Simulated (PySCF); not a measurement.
Process, species as SMILES: P (PH3) → [PH2-] + H+
B3LYP-D3(BJ)/def2-TZVP geometries, fixed; electronic energies without zero-point terms.
Largest species:
```
P
H 1 1.4188
H 1 1.4188 2 93.38
H 1 1.4188 2 93.38 3 93.59
```
Charge 0, spin multiplicity 1.

Basis-set convergence of the deprotonation energy at PBE with PySCF. All functions are spherical. Density fitting with generated auxiliary sets. No added dispersion term, no relativity. Functions are those of the species that has most. Reference: the value in aug-pcseg-3, 369.63 kcal/mol, itself unsure by roughly 1.94 kcal/mol (its mean distance from aug-cc-pV(Q+d)Z, def2-QZVPPD). Deviations are taken from unrounded values.

| basis | functions | deprotonation energy (kcal/mol) |
|---|---|---|
| def2-SVP | 33 | 388.46 |
| def2-SVPD | 48 | 380.63 |
| pcseg-1 | 33 | 375.19 |
| aug-pcseg-1 | 54 | 368.06 |
| cc-pV(D+d)Z | 38 | 385.80 |
| aug-cc-pV(D+d)Z | 59 | 368.72 |
| 6-311G** | 44 | 371.37 |
| 6-311+G** | 48 | 369.69 |
| def2-TZVP | 55 | 377.70 |
| def2-TZVPD | 70 | 375.35 |
| pcseg-2 | 76 | 375.18 |
| aug-pcseg-2 | 119 | 369.42 |
| cc-pV(T+d)Z | 81 | 378.95 |
| aug-cc-pV(T+d)Z | 124 | 369.76 |
| def2-TZVPP | 84 | 377.76 |
| def2-TZVPPD | 99 | 375.60 |
| cc-pV(Q+d)Z | 154 | 374.79 |
| aug-cc-pV(Q+d)Z | 227 | 369.87 |
| def2-QZVPP | 160 | 373.82 |
| def2-QZVPPD | 175 | 373.27 |
| pcseg-3 | 163 | 371.72 |
| aug-pcseg-3 | 236 | 369.63 |

What the diffuse functions change, pair by pair:
- def2-SVP to def2-SVPD: 15 more functions, deviation 18.82 to 10.99 kcal/mol
- pcseg-1 to aug-pcseg-1: 21 more functions, deviation 5.56 to -1.57 kcal/mol
- cc-pV(D+d)Z to aug-cc-pV(D+d)Z: 21 more functions, deviation 16.17 to -0.91 kcal/mol
- 6-311G** to 6-311+G**: 4 more functions, deviation 1.74 to 0.06 kcal/mol
- def2-TZVP to def2-TZVPD: 15 more functions, deviation 8.06 to 5.72 kcal/mol
- pcseg-2 to aug-pcseg-2: 43 more functions, deviation 5.54 to -0.22 kcal/mol
- cc-pV(T+d)Z to aug-cc-pV(T+d)Z: 43 more functions, deviation 9.32 to 0.12 kcal/mol
- def2-TZVPP to def2-TZVPPD: 15 more functions, deviation 8.12 to 5.97 kcal/mol
- cc-pV(Q+d)Z to aug-cc-pV(Q+d)Z: 73 more functions, deviation 5.16 to 0.24 kcal/mol
- def2-QZVPP to def2-QZVPPD: 15 more functions, deviation 4.19 to 3.63 kcal/mol
- pcseg-3 to aug-pcseg-3: 73 more functions, deviation 2.09 to 0.00 kcal/mol

Leaving out the reference's own pair, they bring the value nearer the reference by more than 1.94 kcal/mol in 8 of 10 pairs.
